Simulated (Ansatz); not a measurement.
Corundum (α-Al2O3), treated with BLYP (Ansatz, a quantum-chemistry and plane-wave program, PAW).

Run with plane-wave cutoff 520 eV, 8×8×8 k mesh, Fermi–Dirac smearing 0.01 eV, scalar-relativistic PAW data made under PBE.

Energies at three volumes about the minimum:

| V (Å³/atom) | E − E_lowest (meV/atom) |
|---|---|
| 8.726 | 2.56 |
| 8.904 | 0.00 |
| 9.082 | 2.40 |

Problem. Fit a parabola by hand: where is the minimum, and what is the bulk modulus?

Solution. Slopes: (0.00 − 2.56)/(8.904 − 8.726) = -14.382 and (2.40 − 0.00)/(9.082 − 8.904) = 13.483 meV/Å³. Curvature E″ = 2 × (13.483 − (-14.382))/(9.082 − 8.726) = 156.545 meV/Å⁶. From the middle of the first interval, the slope vanishes at V0 = 8.8150 − (-14.382)/156.545 = 8.907 Å³/atom. B = V0 E″ = 8.907 × 156.545 meV/Å³ × 0.1602 GPa per meV/Å³ = 223 GPa. The full Birch–Murnaghan fit to all volumes gives V0 = 8.904 Å³/atom and B0 = 223 GPa.

Shape and atoms are relaxed at each volume.

Measured, for comparison: bulk modulus 254 GPa (298 K, copied from a table, unchecked, not corrected to a static lattice, with K' = 4.34, our sources range from 239 to 254; as tabulated in BurnMan's mineral tables). Computed (rounded) less measured: bulk modulus not scored (unchecked).

Note: the bulk modulus comes from volumes at which shape and atoms were relaxed.
